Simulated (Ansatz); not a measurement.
## 1T (CdI2-type) HfS2

Computed with PBE-D3(BJ)+SOC in Ansatz (plane waves, PAW).

Numerical settings: plane-wave cutoff 520 eV, 12×12×6 k mesh (along the axes of the cell as run), perturbation theory, PAW data made under PBE.

Cell (relaxed at this level):

HfS2 has the trigonal space group P-3m1 (No. 164), the CdI2 type structure, Pearson symbol hP3. Conventional cell: a = b = 3.603 Å, c = 5.767 Å, α = β = 90.00°, γ = 120.00°. Hf on 1a has 6 S at 2.539 Å (octahedral). S on 2d has 3 Hf at 2.539 Å (trigonal pyramidal). (Neighbours: up to the widest gap in distance over summed covalent radii, below 1.35, at either atom; cation-cation and far metal-metal contacts left out.)

| Quantity | Result |
|---|---|
| electronic dielectric constant ε∞ (mean over three axes) | 9.07 |
| dielectric constant ε0 (ions relaxed) (mean over three axes) | 30.1 |

Ansatz is an electronic-structure program.
